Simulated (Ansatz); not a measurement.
Worked example: correlation energy of CS⁺, sextet

Geometry: that of the CS⁺, quartet, kept fixed. The quartet lies 3.1 eV lower here.

```yaml
atoms:
  - { symbol: C, position_ang: [0.0000, 0.0000, 0.0000] }
  - { symbol: S, position_ang: [0.0000, 0.0000, 1.6537] }
```

Basis 6-31G; Ansatz 0.2.0. Correlated methods freeze the noble-gas cores, which leaves 9 electrons in 16 orbitals. Prefix R: restricted or restricted open-shell reference; prefix U: unrestricted.

Full CI is exact within this basis and frozen core; it isn't the basis-set limit. The frozen core follows each run's orbitals, which can shift R against U totals by a few meV.

UCCSD has a T1 diagnostic of 0.009 and a largest doubles amplitude of 0.04.

Runs differ by some tens of microhartree through their thresholds and, for an open shell, their frozen cores, so the step to full CI, which has another core, is uncertain by up to 0.1 kcal/mol.

```csv
level,total energy (hartree)
UHF,-434.756928
UMP2,-434.796924
UCCSD,-434.810465
UCCSD(T),-434.811027
UCCSDT,-434.811225
UCCSDT(Q),-434.811250
UCCSDTQ,-434.811259
full CI,-434.811213
```

Question: What is the correlation energy at full CI, and what share of it do UMP2 and UCCSD(T) recover?

Answer: E(corr) = -434.811213 − (-434.756928) = -0.054285 hartree = -1.477 eV. UMP2: -0.039996 / -0.054285 = 73.68 %. UCCSD(T): -0.054099 / -0.054285 = 99.66 %.

Question: By how many kcal/mol does UCCSD(T) miss full CI (1 hartree = 627.509 kcal/mol), and which steps make up the rest?

Answer: -434.811027 − (-434.811213) = 0.000186 hartree = 0.12 kcal/mol. Steps: UCCSDT − UCCSD(T) = -0.12, UCCSDT(Q) − UCCSDT = -0.02, UCCSDTQ − UCCSDT(Q) = -0.01, full CI − UCCSDTQ = 0.03 kcal/mol. That is within 1 kcal/mol of the reference in this basis, which itself misses far more of the correlation at the basis-set limit.
